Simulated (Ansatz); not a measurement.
# C2H2F2O: how energies converge with the basis set

An exercise on one series of results from a longer session: the logs are not shown, and one member is left open.

The runs use Ansatz 0.2.0, Gaussian basis; one geometry, several basis sets.

Plan: PBE0-D4/def2-SVP; ωB97M-V/def2-SVP; PBE0-D4/def2-QZVPP; ωB97M-V/def2-QZVPP; the functionals' def2-TZVPP values are taken from earlier runs.

### The geometry

An earlier PBE0-D4 in a triple-zeta def2 set relaxation fixed the geometry.

7 atoms, charge 0, spin multiplicity 1.

Atoms are counted from 1 here; the program's logs count them from 0.

Bond lengths: O1–C2 1.362 Å, O1–H6 0.960 Å, C2–C3 1.322 Å, C2–H7 1.084 Å, C3–F4 1.311 Å, C3–F5 1.317 Å. Angles: C2–O1–H6 109.1°, O1–C2–C3 121.1°, O1–C2–H7 120.0°, C3–C2–H7 118.8°, C2–C3–F4 125.4°, C2–C3–F5 123.3°, F4–C3–F5 111.3°.

Set-up of the first run:

File in.yaml:

```yaml
crystal:
  periodic: [false, false, false]
  atoms:
    - {symbol: O, position_ang: [-1.353955, 0.324884, 0.448947]}
    - {symbol: C, position_ang: [-0.004233, 0.326395, 0.267332]}
    - {symbol: C, position_ang: [0.596555, -0.647880, -0.393614]}
    - {symbol: F, position_ang: [-0.006666, -1.653035, -0.981065]}
    - {symbol: F, position_ang: [1.905478, -0.742231, -0.509919]}
    - {symbol: H, position_ang: [-1.678898, 1.226979, 0.395184]}
    - {symbol: H, position_ang: [0.602918, 1.096888, 0.727534]}
basis:
  gaussian: {orbitals: def2-SVP}
hamiltonian: {xc: pbe0, dispersion: d4}
output: {orbitals: {seedname: orbitals}}
```

Run with:

```sh
$ ansatz run in.yaml --threads 2 --pin off --events-out ev --progress --plain --max-ram 4352MiB
```

Steps of the session up to this table: PBE0-D4 in def2-SVP; ωB97M-V in def2-SVP; PBE0-D4 in def2-QZVPP; ωB97M-V in def2-QZVPP.

One table of the session follows, with a row left open; its other results are not shown here.

| functional | basis | HOMO (eV) | LUMO (eV) |
| --- | --- | --- | --- |
| PBE0-D4 | def2-SVP | ? | ? |
| PBE0-D4 | def2-TZVPP | -6.83 | 0.64 |
| PBE0-D4 | def2-QZVPP | -6.89 | 0.21 |
| ωB97M-V | def2-SVP | -8.90 | 3.05 |
| ωB97M-V | def2-TZVPP | -9.10 | 2.15 |
| ωB97M-V | def2-QZVPP | -9.17 | 1.42 |

Q: Estimate the row for PBE0-D4, def2-SVP from the others.

As computed: HOMO (eV): -6.65; LUMO (eV): 1.25. In the column «HOMO (eV)» it is the highest.
